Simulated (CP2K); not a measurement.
# A workflow on PO (Phosphorus monoxide)

Wanted: the energy (RPA@PBE/ccGRB-T), then a single-point energy (RPA@PBE/ccGRB-T), then the energy (RPA@PBE/ccGRB-T), then the energy (RPA@PBE/ccGRB-T) of PO (Phosphorus monoxide). The setting varied is the cutoff. 

Program for the calculation: CP2K 2026.2.

4 further runs of the same task are left out: 4 set aside as unsound or not needed.

## Step 1: The molecule

PO: 2 atoms, total charge 0, spin state doublet. SMILES: `O=[P]`. Geometry: relaxed at PBE0-D4/def2-TZVP.

Bond lengths: O1–P2 1.474 Å.

## Step 2: The energy at RPA@PBE/ccGRB-T (density fitting, core potential, minimax 1, quadrature points 10) (run 5)

Contents of gas.inp:

```
&FORCE_EVAL
 METHOD Quickstep
 &DFT
  BASIS_SET_FILE_NAME BASIS_ccGRB_UZH
  POTENTIAL_FILE_NAME POTENTIAL_UZH
  AUTO_BASIS RI_AUX MEDIUM
  SORT_BASIS EXP
  MULTIPLICITY 2
  UKS T
  &QS
   METHOD GPW
   EPS_DEFAULT 1.0E-10
  &END QS
  &MGRID
   CUTOFF 350
   REL_CUTOFF 50
   NGRIDS 4
  &END MGRID
  &POISSON
   PERIODIC NONE
   POISSON_SOLVER WAVELET
  &END POISSON
  &SCF
   SCF_GUESS ATOMIC
   EPS_SCF 1.0E-06
   MAX_SCF 30
   &OT
    MINIMIZER DIIS
    PRECONDITIONER FULL_ALL
   &END OT
   &OUTER_SCF
    EPS_SCF 1.0E-06
    MAX_SCF 10
   &END OUTER_SCF
  &END SCF
  &XC
   &XC_FUNCTIONAL
    &GGA_X_PBE
    &END GGA_X_PBE
    &GGA_C_PBE
    &END GGA_C_PBE
   &END XC_FUNCTIONAL
   &WF_CORRELATION
    &RI_RPA
     QUADRATURE_POINTS 10
     MINIMAX_QUADRATURE T
     &HF
      FRACTION 1
      &SCREENING
       EPS_SCHWARZ 1.0E-09
      &END SCREENING
      &MEMORY
       MAX_MEMORY 1750
      &END MEMORY
     &END HF
    &END RI_RPA
    MEMORY 1500
    &INTEGRALS
     ERI_METHOD OS
    &END INTEGRALS
    &LOW_SCALING
    &END LOW_SCALING
   &END WF_CORRELATION
  &END XC
  &PRINT
   &MOMENTS
    PERIODIC F
    REFERENCE COM
    MAX_MOMENT 1
   &END MOMENTS
   &MO_CUBES
    NLUMO 3
    NHOMO -1
    WRITE_CUBE F
   &END MO_CUBES
   &HIRSHFELD OFF
   &END HIRSHFELD
  &END PRINT
 &END DFT
 &SUBSYS
  &CELL
   ABC 8.5 8.5 8.5
   PERIODIC NONE
  &END CELL
  &COORD
   O      0.000000     0.000000    -0.009450
   P      0.000000     0.000000     1.464540
  &END COORD
  &TOPOLOGY
   &CENTER_COORDINATES
   &END CENTER_COORDINATES
  &END TOPOLOGY
  &KIND O
   BASIS_SET ccGRB-T-q6
   POTENTIAL GTH-PBE-q6
  &END KIND
  &KIND P
   BASIS_SET ccGRB-T-q5
   POTENTIAL GTH-PBE-q5
  &END KIND
 &END SUBSYS
&END FORCE_EVAL

&GLOBAL
 PROJECT_NAME gas
 RUN_TYPE ENERGY
 PRINT_LEVEL MEDIUM
&END GLOBAL
```

Started as:

```
$ OMP_NUM_THREADS=2 cp2k.psmp -i gas.inp > gas.out 2>&1
```

The log of the run:

```text
CP2K| version string:                                       CP2K version 2026.2
[...]
 GLOBAL| Method name                                                        CP2K
[...]
 GLOBAL| Run type                                                         ENERGY
[...]
 DFT| Spin unrestricted (spin-polarized) Kohn-Sham calculation               UKS
 DFT| Multiplicity                                                             2
[...]
 DFT| Charge                                                                   0
[...]
 FUNCTIONAL| GGA_X_PBE:
[...]
 FUNCTIONAL| GGA_C_PBE:
[...]
 QS| Method:                                                                 GPW
[...]
 QS| Density cutoff [a.u.]:                                                175.0
[...]
 QS| Relative density cutoff [a.u.]:                                        25.0
[...]
                             - Atoms:                                          2
[...]
                             - Spherical basis functions:                     58
[...]
 Number of electrons:                                                          6
[...]
     1 OT DIIS     0.15E+00    0.8     0.08785160       -21.8256286747 -2.18E+01
[...]
    20 OT DIIS     0.15E+00    0.6     0.00000083       -22.5485762076 -3.87E-10
  *** SCF run converged in    20 steps ***
[...]
  Overlap energy of the core charge distribution:               0.00000019402135
  Self energy of the core charge distribution:                -57.93769655528473
  Core Hamiltonian energy:                                     15.34191709741085
  Hartree energy:                                              25.14036651939930
  Exchange-correlation energy:                                 -5.09316346316951
  Total energy:                                               -22.54857620762273
[...]
                     Mulliken Population Analysis
 #  Atom  Element  Kind  Atomic population (alpha,beta) Net charge  Spin moment
       1     O        1         3.257734     3.064761    -0.322496     0.192973
       2     P        2         2.742266     1.935239     0.322496     0.807027
 # Total charge and spin        6.000000     5.000000    -0.000000     1.000000
[...]
  Dipole moment [Debye]
    X=  0.8780855E-05 Y=  0.3724274E-05 Z=  0.1747682E+01  Total=      1.7476817
[...]
 HOMO - LUMO gap [eV] :    4.908246
[...]
 ENERGY| Total FORCE_EVAL ( QS ) energy [hartree]            -22.640069693987598
[...]
```

Run time: 15 s. Hardware: 2 threads of Arm Neoverse V2, shared host; peak memory 0.71 GiB.

## Step 3: A single-point energy at RPA@PBE/ccGRB-T (density fitting, core potential, minimax 1, quadrature points 10) (run 6)

Contents of molecule.inp:

```
&GLOBAL
  PROJECT molecule
  RUN_TYPE ENERGY
  PRINT_LEVEL MEDIUM
&END GLOBAL
&FORCE_EVAL
  METHOD QS
  &DFT
    BASIS_SET_FILE_NAME BASIS_ccGRB_UZH
    POTENTIAL_FILE_NAME POTENTIAL_UZH
    AUTO_BASIS RI_AUX MEDIUM
    SORT_BASIS EXP
    CHARGE 0
    MULTIPLICITY 2
    UNRESTRICTED_KOHN_SHAM T
    &QS
      METHOD GPW
      EPS_DEFAULT 1.0E-10
    &END QS
    &MGRID
      CUTOFF 450
      REL_CUTOFF 50
      NGRIDS 4
    &END MGRID
    &POISSON
      PERIODIC NONE
      POISSON_SOLVER WAVELET
    &END POISSON
    &SCF
      SCF_GUESS ATOMIC
      EPS_SCF 1.0E-06
      MAX_SCF 30
      &OT ON
        MINIMIZER DIIS
        PRECONDITIONER FULL_ALL
      &END OT
      &OUTER_SCF
        EPS_SCF 1.0E-06
        MAX_SCF 10
      &END OUTER_SCF
    &END SCF
    &XC
      &XC_FUNCTIONAL
        &GGA_X_PBE
        &END GGA_X_PBE
        &GGA_C_PBE
        &END GGA_C_PBE
      &END XC_FUNCTIONAL
      &WF_CORRELATION
        &RI_RPA
          QUADRATURE_POINTS 10
          MINIMAX_QUADRATURE T
          &HF
            FRACTION 1
            &SCREENING
              EPS_SCHWARZ 1.0E-09
              SCREEN_ON_INITIAL_P F
            &END SCREENING
            &INTERACTION_POTENTIAL
              POTENTIAL_TYPE COULOMB
            &END INTERACTION_POTENTIAL
            &MEMORY
              MAX_MEMORY 1750
            &END MEMORY
          &END HF
        &END RI_RPA
        MEMORY 1500
        &INTEGRALS
          ERI_METHOD OS
        &END INTEGRALS
        &LOW_SCALING
        &END LOW_SCALING
      &END WF_CORRELATION
    &END XC
    &PRINT
      &MOMENTS
        PERIODIC F
        REFERENCE COM
        MAX_MOMENT 1
      &END MOMENTS
      &MO_CUBES
        NLUMO 3
        NHOMO -1
        WRITE_CUBE F
      &END MO_CUBES
      &HIRSHFELD OFF
      &END HIRSHFELD
    &END PRINT
  &END DFT
  &SUBSYS
    &CELL
      ABC [angstrom] 8.5 8.5 8.5
      PERIODIC NONE
    &END CELL
    &COORD
      O      0.000000     0.000000    -0.009450
      P      0.000000     0.000000     1.464540
    &END COORD
    &TOPOLOGY
      &CENTER_COORDINATES
      &END CENTER_COORDINATES
    &END TOPOLOGY
    &KIND O
      BASIS_SET ccGRB-T-q6
      POTENTIAL GTH-PBE-q6
    &END KIND
    &KIND P
      BASIS_SET ccGRB-T-q5
      POTENTIAL GTH-PBE-q5
    &END KIND
  &END SUBSYS
&END FORCE_EVAL
```

Started as:

```
$ OMP_NUM_THREADS=2 cp2k.psmp -i molecule.inp > molecule.out 2>&1
```

The log of the run:

```text
CP2K| version string:                                       CP2K version 2026.2
[...]
 GLOBAL| Method name                                                        CP2K
[...]
 GLOBAL| Run type                                                         ENERGY
[...]
 DFT| Spin unrestricted (spin-polarized) Kohn-Sham calculation               UKS
 DFT| Multiplicity                                                             2
[...]
 DFT| Charge                                                                   0
[...]
 FUNCTIONAL| GGA_X_PBE:
[...]
 FUNCTIONAL| GGA_C_PBE:
[...]
 QS| Method:                                                                 GPW
[...]
 QS| Density cutoff [a.u.]:                                                225.0
[...]
 QS| Relative density cutoff [a.u.]:                                        25.0
[...]
                             - Atoms:                                          2
[...]
                             - Spherical basis functions:                     58
[...]
 Number of electrons:                                                          6
[...]
     1 OT DIIS     0.15E+00    1.4     0.08784499       -21.8255710964 -2.18E+01
[...]
    20 OT DIIS     0.15E+00    1.1     0.00000084       -22.5485273720 -3.88E-10
  *** SCF run converged in    20 steps ***
[...]
  Overlap energy of the core charge distribution:               0.00000019402135
  Self energy of the core charge distribution:                -57.93769655528473
  Core Hamiltonian energy:                                     15.34198636155450
  Hartree energy:                                              25.14033735496312
  Exchange-correlation energy:                                 -5.09315472724409
  Total energy:                                               -22.54852737198985
[...]
                     Mulliken Population Analysis
 #  Atom  Element  Kind  Atomic population (alpha,beta) Net charge  Spin moment
       1     O        1         3.257497     3.064465    -0.321963     0.193032
       2     P        2         2.742503     1.935535     0.321963     0.806968
 # Total charge and spin        6.000000     5.000000     0.000000     1.000000
[...]
  Dipole moment [Debye]
    X=  0.1000000E-04 Y=  0.3577917E-05 Z=  0.1747244E+01  Total=      1.7472440
[...]
 HOMO - LUMO gap [eV] :    4.907914
[...]
 ENERGY| Total FORCE_EVAL ( QS ) energy [hartree]            -22.640068913302883
[...]
```

Run time: 26 s. Hardware: 2 threads of Arm Neoverse V2, shared host; peak memory 1 GiB.

## Step 4: The energy at RPA@PBE/ccGRB-T (density fitting, core potential, minimax 1, quadrature points 10) (run 7)

Contents of mol.inp:

```
&FORCE_EVAL
  METHOD QS
  &DFT
    BASIS_SET_FILE_NAME BASIS_ccGRB_UZH
    POTENTIAL_FILE_NAME POTENTIAL_UZH
    AUTO_BASIS RI_AUX MEDIUM
    SORT_BASIS EXP
    MULTIPLICITY 2
    SPIN_POLARIZED T
    &QS
      METHOD GPW
      EPS_DEFAULT 1.0E-10
    &END QS
    &MGRID
      CUTOFF 600
      REL_CUTOFF 50
      NGRIDS 4
    &END MGRID
    &POISSON
      PERIODIC NONE
      POISSON_SOLVER WAVELET
    &END POISSON
    &SCF
      SCF_GUESS ATOMIC
      EPS_SCF 1.0E-06
      MAX_SCF 30
      &OT
        MINIMIZER DIIS
        PRECONDITIONER FULL_ALL
      &END OT
      &OUTER_SCF
        EPS_SCF 1.0E-06
        MAX_SCF 10
      &END OUTER_SCF
    &END SCF
    &XC
      &XC_FUNCTIONAL
        &GGA_X_PBE
        &END GGA_X_PBE
        &GGA_C_PBE
        &END GGA_C_PBE
      &END XC_FUNCTIONAL
      &WF_CORRELATION
        &RI_RPA
          QUADRATURE_POINTS 10
          MINIMAX_QUADRATURE T
          &HF
            FRACTION 1
            &SCREENING
              EPS_SCHWARZ 1.0E-09
            &END SCREENING
            &MEMORY
              MAX_MEMORY 1750
            &END MEMORY
          &END HF
        &END RI_RPA
        MEMORY 1500
        &INTEGRALS
          ERI_METHOD OS
        &END INTEGRALS
        &LOW_SCALING
        &END LOW_SCALING
      &END WF_CORRELATION
    &END XC
    &PRINT
      &MOMENTS
        PERIODIC F
        REFERENCE COM
        MAX_MOMENT 1
      &END MOMENTS
      &MO_CUBES
        NLUMO 3
        NHOMO -1
        WRITE_CUBE F
      &END MO_CUBES
      &HIRSHFELD OFF
      &END HIRSHFELD
    &END PRINT
  &END DFT
  &SUBSYS
    &CELL
      ABC 8.5 8.5 8.5
      PERIODIC NONE
    &END CELL
    &COORD
      O      0.000000     0.000000    -0.009450
      P      0.000000     0.000000     1.464540
    &END COORD
    &TOPOLOGY
      &CENTER_COORDINATES
      &END CENTER_COORDINATES
    &END TOPOLOGY
    &KIND O
      BASIS_SET ccGRB-T-q6
      POTENTIAL GTH-PBE-q6
    &END KIND
    &KIND P
      BASIS_SET ccGRB-T-q5
      POTENTIAL GTH-PBE-q5
    &END KIND
  &END SUBSYS
&END FORCE_EVAL
&GLOBAL
  PROJECT_NAME mol
  RUN_TYPE ENERGY
  PRINT_LEVEL MEDIUM
&END GLOBAL
```

Started as:

```
$ OMP_NUM_THREADS=2 cp2k.psmp -i mol.inp > mol.out 2>&1
```

The log of the run:

```text
CP2K| version string:                                       CP2K version 2026.2
[...]
 GLOBAL| Method name                                                        CP2K
[...]
 GLOBAL| Run type                                                         ENERGY
[...]
 DFT| Spin unrestricted (spin-polarized) Kohn-Sham calculation               UKS
 DFT| Multiplicity                                                             2
[...]
 DFT| Charge                                                                   0
[...]
 FUNCTIONAL| GGA_X_PBE:
[...]
 FUNCTIONAL| GGA_C_PBE:
[...]
 QS| Method:                                                                 GPW
[...]
 QS| Density cutoff [a.u.]:                                                300.0
[...]
 QS| Relative density cutoff [a.u.]:                                        25.0
[...]
                             - Atoms:                                          2
[...]
                             - Spherical basis functions:                     58
[...]
 Number of electrons:                                                          6
[...]
     1 OT DIIS     0.15E+00    2.1     0.08785119       -21.8253454607 -2.18E+01
[...]
    20 OT DIIS     0.15E+00    1.9     0.00000084       -22.5484103250 -3.88E-10
  *** SCF run converged in    20 steps ***
[...]
  Overlap energy of the core charge distribution:               0.00000019402135
  Self energy of the core charge distribution:                -57.93769655528473
  Core Hamiltonian energy:                                     15.34163499090571
  Hartree energy:                                              25.14063783113818
  Exchange-correlation energy:                                 -5.09298678578434
  Total energy:                                               -22.54841032500382
[...]
                     Mulliken Population Analysis
 #  Atom  Element  Kind  Atomic population (alpha,beta) Net charge  Spin moment
       1     O        1         3.257609     3.064419    -0.322029     0.193190
       2     P        2         2.742391     1.935581     0.322029     0.806810
 # Total charge and spin        6.000000     5.000000    -0.000000     1.000000
[...]
  Dipole moment [Debye]
    X=  0.9677539E-05 Y=  0.3924568E-05 Z=  0.1746990E+01  Total=      1.7469899
[...]
 HOMO - LUMO gap [eV] :    4.907706
[...]
 ENERGY| Total FORCE_EVAL ( QS ) energy [hartree]            -22.640076398534255
[...]
```

It took 42 s on 2 threads of Arm Neoverse V2, shared host; peak memory 1.1 GiB.

## Step 5: The energy at RPA@PBE/ccGRB-T (density fitting, core potential, minimax 1, quadrature points 10) (run 8)

Contents of mol.inp:

```
&FORCE_EVAL
    METHOD QUICKSTEP
    &DFT
        BASIS_SET_FILE_NAME BASIS_ccGRB_UZH
        POTENTIAL_FILE_NAME POTENTIAL_UZH
        AUTO_BASIS RI_AUX MEDIUM
        SORT_BASIS EXP
        MULTIPLICITY 2
        UKS T
        &QS
            METHOD GPW
            EPS_DEFAULT 1.0E-10
        &END QS
        # plane-wave cutoff in Ry
        &MGRID
            CUTOFF 800
            REL_CUTOFF 50
            NGRIDS 4
        &END MGRID
        &POISSON
            PERIODIC NONE
            POISSON_SOLVER WAVELET
        &END POISSON
        &SCF
            SCF_GUESS ATOMIC
            EPS_SCF 1.0E-06
            MAX_SCF 30
            &OT
                MINIMIZER DIIS
                PRECONDITIONER FULL_ALL
            &END OT
            &OUTER_SCF
                EPS_SCF 1.0E-06
                MAX_SCF 10
            &END OUTER_SCF
        &END SCF
        # functional
        &XC
            &XC_FUNCTIONAL
                &GGA_X_PBE
                &END GGA_X_PBE
                &GGA_C_PBE
                &END GGA_C_PBE
            &END XC_FUNCTIONAL
            # correlation from orbitals
            &WF_CORRELATION
                &RI_RPA
                    QUADRATURE_POINTS 10
                    MINIMAX_QUADRATURE T
                    # exact exchange
                    &HF
                        FRACTION 1
                        &SCREENING
                            EPS_SCHWARZ 1.0E-09
                        &END SCREENING
                        &MEMORY
                            MAX_MEMORY 1750
                        &END MEMORY
                    &END HF
                &END RI_RPA
                MEMORY 1500
                &INTEGRALS
                    ERI_METHOD OS
                &END INTEGRALS
                &LOW_SCALING
                &END LOW_SCALING
            &END WF_CORRELATION
        &END XC
        &PRINT
            &MOMENTS
                PERIODIC F
                REFERENCE COM
                MAX_MOMENT 1
            &END MOMENTS
            &MO_CUBES
                NLUMO 3
                NHOMO -1
                WRITE_CUBE F
            &END MO_CUBES
            &HIRSHFELD OFF
            &END HIRSHFELD
        &END PRINT
    &END DFT
    &SUBSYS
        # vacuum box
        &CELL
            ABC 8.5 8.5 8.5
            PERIODIC NONE
        &END CELL
        &COORD
            O      0.000000     0.000000    -0.009450
            P      0.000000     0.000000     1.464540
        &END COORD
        &TOPOLOGY
            &CENTER_COORDINATES
            &END CENTER_COORDINATES
        &END TOPOLOGY
        &KIND O
            BASIS_SET ccGRB-T-q6
            POTENTIAL GTH-PBE-q6
        &END KIND
        &KIND P
            BASIS_SET ccGRB-T-q5
            POTENTIAL GTH-PBE-q5
        &END KIND
    &END SUBSYS
&END FORCE_EVAL
&GLOBAL
    PROJECT mol
    RUN_TYPE ENERGY
    PRINT_LEVEL MEDIUM
&END GLOBAL
```

Started as:

```
$ OMP_NUM_THREADS=2 cp2k.psmp mol.inp > mol.out
```

The log of the run:

```text
CP2K| version string:                                       CP2K version 2026.2
[...]
 GLOBAL| Method name                                                        CP2K
[...]
 GLOBAL| Run type                                                         ENERGY
[...]
 DFT| Spin unrestricted (spin-polarized) Kohn-Sham calculation               UKS
 DFT| Multiplicity                                                             2
[...]
 DFT| Charge                                                                   0
[...]
 FUNCTIONAL| GGA_X_PBE:
[...]
 FUNCTIONAL| GGA_C_PBE:
[...]
 QS| Method:                                                                 GPW
[...]
 QS| Density cutoff [a.u.]:                                                400.0
[...]
 QS| Relative density cutoff [a.u.]:                                        25.0
[...]
                             - Atoms:                                          2
[...]
                             - Spherical basis functions:                     58
[...]
 Number of electrons:                                                          6
[...]
     1 OT DIIS     0.15E+00    3.6     0.08784552       -21.8254922094 -2.18E+01
[...]
    20 OT DIIS     0.15E+00    3.1     0.00000083       -22.5485082815 -3.86E-10
  *** SCF run converged in    20 steps ***
[...]
  Overlap energy of the core charge distribution:               0.00000019402135
  Self energy of the core charge distribution:                -57.93769655528473
  Core Hamiltonian energy:                                     15.34193930726121
  Hartree energy:                                              25.14037283977459
  Exchange-correlation energy:                                 -5.09312406723923
  Total energy:                                               -22.54850828146681
[...]
                     Mulliken Population Analysis
 #  Atom  Element  Kind  Atomic population (alpha,beta) Net charge  Spin moment
       1     O        1         3.257530     3.064393    -0.321923     0.193137
       2     P        2         2.742470     1.935607     0.321923     0.806863
 # Total charge and spin        6.000000     5.000000    -0.000000     1.000000
[...]
  Dipole moment [Debye]
    X=  0.1053345E-04 Y=  0.3800178E-05 Z=  0.1747121E+01  Total=      1.7471214
[...]
 HOMO - LUMO gap [eV] :    4.907674
[...]
 ENERGY| Total FORCE_EVAL ( QS ) energy [hartree]            -22.640069782387343
[...]
```

Wall time 70 s (2 threads of Arm Neoverse V2, shared host); peak memory 1.7 GiB.

## Step 6: All runs side by side

```csv
run,cutoff,energy (Eh),dipole moment (D),HOMO energy (eV),LUMO energy (eV),wall time
5,350,-22.640070,1.75,-4.49,-4.26,15 s
6,450,-22.640069,1.75,-4.49,-4.26,26 s
7,600,-22.640076,1.75,-4.49,-4.26,42 s
8,800,-22.640070,1.75,-4.49,-4.26,70 s
```

Convergence of the total energy of doublet PO with the cutoff, against the last point:

```csv
cutoff,from the last (mEh),wall time
350 Ry,+0.000,15 s
450 Ry,+0.001,26 s
600 Ry,-0.007,42 s
800 Ry,+0.000,70 s
```

Convergence of the dipole moment (of the density that the program reports) of doublet PO with the cutoff, against the last point:

```
cutoff  from the last (D)  wall time
350 Ry            +0.0006       15 s
450 Ry            +0.0001       26 s
600 Ry            -0.0001       42 s
800 Ry            +0.0000       70 s
```

## Step 7: Results

| quantity | value |
| --- | --- |
| run 8, RPA@PBE/ccGRB-T: total energy | -22.64007 Eh |
| run 8, RPA@PBE/ccGRB-T: dipole moment (of the density that the program reports) | 1.75 D |
| run 8, RPA@PBE/ccGRB-T: HOMO energy (PBE Kohn–Sham orbitals) (highest over α and β) | -4.49 eV |
| run 8, RPA@PBE/ccGRB-T: LUMO energy (PBE Kohn–Sham orbitals) (lowest over α and β) | -4.26 eV |
| run 8, RPA@PBE/ccGRB-T: RPA correlation energy | -542.2 mEh |
| run 8, RPA@PBE/ccGRB-T: ⟨S²⟩ of the reference determinant | 0.754 |

**Reading.** The total energy agrees within 0.001 eV over the runs. All runs together took 2.6 min, the longest 70 s.
